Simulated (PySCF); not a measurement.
## Spin states of NH⁺

Unrestricted PBE0; PySCF, no relativity, basis sets H def2-TZVP, N def2-TZVP. Outer shells of the fragments: N 2s2 2p3.

Followed along the bond (rough minima from three points):

```tsv
2Ms+1	unpaired	⟨S²⟩ at the start	R at minimum (Å)	Te (eV)
4	σ ↑, π ↑↑	3.75	1.10	0.00
2	π ↑	0.75	1.08	0.12
2	σ ↓, π ↑↑	1.77	none in the scan	≤ 1.42
2	σ ↑, π ↑↓	1.76	none in the scan	≤ 1.44
```

Solutions found at the starting distance of 1.075 Å, counted from the lowest of them; the search is not exhaustive and high or unbound solutions are not listed, so other states can lie among these:

| 2Ms+1 | unpaired | term | E (eV) | ⟨S²⟩ | ⟨Lz²⟩ | μ (D) |
| --- | --- | --- | --- | --- | --- | --- |
| 4 | σ ↑, π ↑↑ | ⁴Σ⁻ | 0.00 | 3.75 | 0.00 | -1.67 |
| 2 | π ↑ | ²Π | 0.11 | 0.75 | 1.00 | -2.04 |
| 2 | σ ↑, π ↑↓ | mixed | 1.48 | 1.76 | 2.01 | -1.86 |
| 2 | σ ↓, π ↑↑ | mixed | 1.52 | 1.77 | 0.00 | -1.97 |
| 2 | σ ↑ | mixed | 3.55 | 0.75 | 2.00 | -1.87 |
| 2 | π ↑ | ²Π | 7.35 | 0.77 | 1.00 | -1.89 |

A term symbol is given only where ⟨S²⟩ and ⟨Lz²⟩ are close to those of a pure state; real π, δ and φ orbitals otherwise mix terms. A positive dipole points towards N; it is taken about the centre of mass and depends on that origin.

Counting both spins, an empty level lies below a filled one in some of these solutions, because spin and occupation are held.
